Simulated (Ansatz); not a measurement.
Density of states of SnO (P4/nmm, a = 3.805 Å, b = 3.805 Å, c = 4.752 Å, α = 90.00°, β = 90.00°, γ = 90.00°), in states per eV and primitive cell, averaged over bins of 0.3 eV. All numbers below come from DFT PBEsol, scalar-relativistic, plane waves, PAW (Ansatz 0.2.0).

Plane waves to 420 eV, a k mesh through Γ of 12×12×10 on the computed 4-atom cell and Gaussian smearing (0.10 eV); no spin polarisation.

The cell is relaxed at this level. The states (both spins) are summed by tetrahedra on a 18×18×15 mesh at the self-consistent density. Energies are bin centres; the table starts no lower than −8 eV and ends at 6 eV, or lower where the solved bands end.

It is a metal at this level.

```
E − E_F (eV) total O 2p Sn 5p Sn 5s O 2s
       -7.90   1.41  0.65   0.05   0.63  0.07
       -7.60   0.91  0.40   0.04   0.40  0.06
       -7.30   0.84  0.35   0.07   0.35  0.07
       -7.00   1.07  0.44   0.18   0.37  0.08
       -6.70   1.40  0.73   0.36   0.25  0.05
       -6.40   1.71  1.13   0.43   0.10  0.02
       -6.10   2.78  1.89   0.60   0.21  0.05
       -5.80   2.63  1.80   0.58   0.17  0.05
       -5.50   2.70  1.93   0.56   0.13  0.05
       -5.20   2.52  1.89   0.47   0.09  0.04
       -4.90   1.77  1.37   0.29   0.05  0.03
       -4.60   1.87  1.51   0.26   0.03  0.03
       -4.30   2.08  1.67   0.31   0.03  0.03
       -4.00   2.30  1.80   0.38   0.06  0.03
       -3.70   2.11  1.69   0.30   0.06  0.03
       -3.40   2.25  1.79   0.32   0.09  0.02
       -3.10   2.79  2.28   0.33   0.12  0.02
       -2.80   2.78  2.06   0.41   0.26  0.01
       -2.50   2.48  1.22   0.65   0.57  0.01
       -2.20   2.14  0.84   0.68   0.59  0.01
       -1.90   1.57  0.58   0.47   0.50  0.01
       -1.60   1.25  0.44   0.31   0.47  0.01
       -1.30   0.80  0.28   0.20   0.30  0.01
       -1.00   0.58  0.21   0.13   0.23  0.01
       -0.70   0.46  0.17   0.08   0.19  0.00
       -0.40   0.38  0.15   0.05   0.17  0.00
       -0.10   0.27  0.11   0.03   0.12  0.00
        0.20   0.10  0.00   0.07   0.00  0.01
        0.50   0.17  0.01   0.12   0.01  0.02
        0.80   0.26  0.02   0.17   0.02  0.03
        1.10   0.36  0.04   0.23   0.02  0.03
        1.40   0.92  0.11   0.62   0.04  0.10
        1.70   1.44  0.19   0.91   0.13  0.13
        2.00   1.91  0.31   1.15   0.18  0.16
        2.30   2.20  0.38   1.29   0.26  0.14
        2.60   2.27  0.40   1.32   0.32  0.10
        2.90   2.06  0.34   1.22   0.31  0.06
        3.20   2.03  0.37   1.13   0.36  0.05
        3.50   1.51  0.28   0.86   0.24  0.03
        3.80   1.24  0.22   0.79   0.11  0.04
        4.10   1.28  0.21   0.85   0.07  0.04
        4.40   1.63  0.24   0.99   0.08  0.04
        4.70   1.81  0.23   1.10   0.08  0.05
        5.00   2.39  0.28   1.57   0.11  0.06
        5.30   1.56  0.15   1.14   0.04  0.03
        5.60   1.58  0.17   1.11   0.04  0.03
```

The columns after the total are the Löwdin projections on the occupied valence shells of the potentials. The rest of the total lies in shells that are empty in the free atom, which aren't projected, and between the atoms.

Closed-shell ions balance this formula, so the missing gap can be the error of a semilocal functional.

Cost: 1 run of about 2.1 core-minutes, on Intel Xeon Platinum 8259CL (Skylake/Cascade Lake) (shared hosts).